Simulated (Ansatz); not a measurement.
**HCl (hydrogen chloride): levels of theory compared**

Aim: a comparison of 6 runs (CAM-B3LYP/3-21G, PBE0/3-21G, UB3LYP/3-21G, r2SCAN/3-21G, B2PLYP/6-31G*, UCCSD(T)/3-21G) of HCl (hydrogen chloride). 

Program for the calculation: Ansatz 0.2.0.

56 further runs of the same task are left out: 2 that didn't finish, 54 set aside as unsound or not needed.

## Step 1: The structure to begin with

HCl: 2 atoms, total charge 0, spin state singlet. SMILES: `Cl`. The H2–Cl1 distance was set to 2.558 Å, away from the relaxed value.

## Step 2: The energy at CAM-B3LYP/3-21G (run 1)

File run.yaml:

```yaml
crystal:
  periodic: [false, false, false]
  atoms:
    - {symbol: Cl, position_ang: [1.638015, -0.535505, 0.842408]}
    - {symbol: H, position_ang: [-0.546000, 0.178500, -0.280800]}
basis:
  gaussian: {orbitals: 3-21G.json}
hamiltonian: {xc: {name: CAM-B3LYP}}
accuracy: high
```

The basis set 3-21G is read from a file made from the Basis Set Exchange's data (not shown).

Started as:

```console
$ ansatz run run.yaml --threads 1 --pin off --max-ram 2610MiB --events-out events.jsonl --progress --plain --runs-dir runs
```

What it wrote:

```text
Warning: RAYON_NUM_THREADS=1 ignored (pool sized by the plan → 1); use --threads N
Functional definition: CAM-B3LYP
  name "CAM-B3LYP"
  parameter alpha = 0.19
  parameter beta = 0.46
  parameter omega = 0.33/bohr
  parameter ac = 0.81
  exchange = (1 - alpha - beta)*b88_x + beta*b88_x_sr(omega) + alpha*exact_x + beta*exact_x_lr(omega)
  correlation = (1 - ac)*vwn5_c + ac*lyp_c
254 factors; integrals over basis functions are off by at most 3.2e-9 eV
107 factors; integrals over basis functions are off by at most 2.1e-9 eV
mean field evaluation 1: about -12470.6754 eV, gradient 2.2e1 eV
mean field evaluation 2: about -12463.5644 eV, gradient 4.7e1 eV
mean field evaluation 4: about -12474.3231 eV, gradient 4.4e0 eV
mean field evaluation 8: about -12474.4046 eV, gradient 2.5e-1 eV
mean field evaluation 16: about -12474.4048 eV, gradient 3.3e-7 eV
mean field -12474.40483468 eV, -458.4259222193 hartree, gradient 2.2e-8 eV, S^2 0.000000; 0 other end points of the search recorded, 0 dependent functions left out
reference -12474.40484679 eV, -458.4259226643 hartree; 9, 9 occupied and 6, 6 virtual orbitals, 254 factors
Total energy: -12474.40484679 eV, -458.4259226643 hartree
```

Run time: 0.4 s. Hardware: 1 thread of Arm Neoverse V2, shared host.

## Step 3: The energy at PBE0/3-21G (run 2)

File input.yaml:

```yaml
crystal:
  periodic: [false, false, false]
  atoms:
    - symbol: Cl
      position_ang: [1.638015, -0.535505, 0.842408]
    - symbol: H
      position_ang: [-0.546000, 0.178500, -0.280800]
basis:
  gaussian:
    orbitals: 3-21G.json
hamiltonian:
  xc: {name: PBE0}
accuracy: high
```

The basis set 3-21G is read from a file made from the Basis Set Exchange's data (not shown).

Started as:

```console
$ ansatz run input.yaml --threads 1 --pin off --max-ram 2610MiB --events-out events.jsonl --progress --plain --runs-dir runs
```

What it wrote:

```text
Warning: RAYON_NUM_THREADS=1 ignored (pool sized by the plan → 1); use --threads N
Functional definition: PBE0
  name "PBE0"
  parameter a = 0.25
  parameter kappa = 0.804
  parameter beta = 0.06672455060314922
  exchange = (1 - a)*pbe_x(kappa = kappa, mu = beta*pi^2/3) + a*exact_x
  correlation = pbe_c(beta = beta)
254 factors; integrals over basis functions are off by at most 3.2e-9 eV
mean field evaluation 1: about -12466.2208 eV, gradient 2.2e1 eV
mean field evaluation 2: about -12454.2122 eV, gradient 5.1e1 eV
mean field evaluation 4: about -12469.7566 eV, gradient 8.6e0 eV
mean field evaluation 8: about -12470.1126 eV, gradient 5.1e-2 eV
mean field evaluation 16: about -12470.1126 eV, gradient 6.9e-8 eV
mean field -12470.11256184 eV, -458.2681841018 hartree, gradient 7.4e-9 eV, S^2 0.000000; 0 other end points of the search recorded, 0 dependent functions left out
reference -12470.11256309 eV, -458.2681841476 hartree; 9, 9 occupied and 6, 6 virtual orbitals, 254 factors
Total energy: -12470.11256309 eV, -458.2681841476 hartree
```

Run time: 0.32 s. Hardware: 1 thread of Arm Neoverse V2, shared host.

Run 3 isn't shown in full; the table further down has it.

## Step 4: The energy at r2SCAN/3-21G (run 4)

File molecule.yaml:

```yaml
crystal:
  periodic: [false, false, false]
  atoms:
    - {symbol: Cl, position_ang: [1.638015, -0.535505, 0.842408]}
    - {symbol: H, position_ang: [-0.546000, 0.178500, -0.280800]}
basis:
  gaussian:
    orbitals: 3-21G.json
hamiltonian:
  xc: r2scan
accuracy: high
```

The basis set 3-21G is read from a file made from the Basis Set Exchange's data (not shown).

Started as:

```console
$ ansatz run molecule.yaml --threads 1 --pin off --max-ram 2610MiB --events-out events.jsonl --progress --plain --runs-dir runs
```

What it wrote:

```text
Warning: RAYON_NUM_THREADS=1 ignored (pool sized by the plan → 1); use --threads N
Functional definition: r2SCAN
  name "r2SCAN"
  parameter k0 = 0.174
  parameter k1 = 0.065
  parameter a1 = 4.9479
  exchange = r2scan_x(k0 = k0, k1 = k1, a1 = a1)
  correlation = r2scan_c
254 factors; integrals over basis functions are off by at most 3.2e-9 eV
mean field evaluation 1: about -12469.1297 eV, gradient 2.3e1 eV
mean field evaluation 2: about -12453.0100 eV, gradient 5.1e1 eV
mean field evaluation 4: about -12472.8722 eV, gradient 3.5e0 eV
mean field evaluation 8: about -12472.9208 eV, gradient 4.6e-2 eV
mean field evaluation 16: about -12472.9208 eV, gradient 4.3e-7 eV
mean field -12472.92084616 eV, -458.3713866468 hartree, gradient 2.9e-8 eV, S^2 0.000000; 0 other end points of the search recorded, 0 dependent functions left out
reference -12472.92084647 eV, -458.3713866582 hartree; 9, 9 occupied and 6, 6 virtual orbitals, 254 factors
Total energy: -12472.92084647 eV, -458.3713866582 hartree
```

It took 0.9 s on 1 thread of Arm Neoverse V2, shared host.

Run 5 isn't shown in full; the table further down has it.

## Step 5: The energy at UCCSD(T)/3-21G (run 6)

run.yaml, as its differences from that of step 2:

```diff
@@ -6,4 +6,11 @@
 basis:
-  gaussian: {orbitals: 3-21G.json}
-hamiltonian: {xc: {name: CAM-B3LYP}}
+  gaussian:
+    orbitals: 3-21G.json
+magnetization:
+  spin_polarized: true
+correlation:
+  method: ccsd_t
+  frozen_orbitals: {Cl: 5, H: 0}
 accuracy: high
+scf:
+  omitted_lower_state_checks: [cluster_reference, increment]
```

The basis set 3-21G is read from a file made from the Basis Set Exchange's data (not shown).

Started as:

```console
$ ansatz run run.yaml --threads 1 --pin off --max-ram 2610MiB --events-out events.jsonl --progress --plain --runs-dir runs
```

What it wrote:

```text
Warning: RAYON_NUM_THREADS=1 ignored (pool sized by the plan → 1); use --threads N
[... 15 lines left out ...]
5 core orbitals not correlated: weight in the atoms' cores, before any rotation towards them, 1.000 or more for the frozen orbitals, at most 0.000 for the correlated occupied ones
[... 32 lines left out ...]
WARN: these amplitudes may be one of several solutions (largest doubles amplitude 0.57, level shift 0.00 eV)
Total energy: -12458.00214637 eV, -457.8231345418 hartree
Checks for a lower state left out: cluster_reference, increment
```

Run time: 0.34 s. Hardware: 1 thread of Arm Neoverse V2, shared host.

## Step 6: The series

```tsv
run	level	frozen core orbitals	energy (Eh)	wall time
1	CAM-B3LYP/3-21G	–	-458.425923	0.4 s
2	PBE0/3-21G	–	-458.268184	0.32 s
3	UB3LYP/3-21G	–	-458.462332	1.6 s
4	r2SCAN/3-21G	–	-458.371387	0.9 s
5	B2PLYP/6-31G* (spherical functions)	5	-460.462292	0.58 s
6	UCCSD(T)/3-21G	5	-457.823135	0.34 s
```

## Step 7: Outcome

| quantity | value |
| --- | --- |
| run 6: total energy | -457.82313 Eh |
| run 6: correlation energy (5 core orbitals frozen) | -46.1 mEh |
| run 6: (T) correction | -2.25 mEh |
| run 6: ⟨S²⟩ of the reference determinant | 0.927 |
| run 6: T1 diagnostic | 0.068 |

**Reading.** Totals of different functionals can't be ranked against each other. In run 5 the log says that unrestricted orbitals would lower the reference, so the values rest on an unstable closed-shell determinant (other closed-shell runs at this shape may share the fault). In runs 1, 2, 4, 5 a closed-shell determinant meets a far-stretched bond, which it describes badly. Spin contamination of the reference: run 6 ⟨S²⟩ = 0.93, run 3 ⟨S²⟩ = 0.68. Where it is this large, the reference is a mixture of spin states, and values that rest on it are in doubt. All runs together took 4.1 s, the longest 1.6 s.
